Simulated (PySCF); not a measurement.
HO, SMILES [OH-], charge -1. The structure is a stationary point at PBE-D3(BJ)/def2-TZVPD.

Calculation: PySCF with PBE-D3(BJ)/def2-TZVPD.

Harmonic wavenumbers (cm⁻¹): 3646. Rotational constants (GHz): 559.8 (linear); symmetry number 1.

**Question.** Work out the zero-point energy and the ideal-gas rigid-rotor harmonic-oscillator thermochemistry at 298.15 K and 1 atm.

**Answer.** ZPE = ½ Σ hcν = ½ × 3646 cm⁻¹ = 5.21 kcal/mol. H − E(el) = 7.29 kcal/mol. Entropy in cal/(mol K): translation 34.44, rotation 6.77, vibration 0.00, total 41.21. G − E(el) = -5.00 kcal/mol. Cp = 6.96 cal/(mol K).
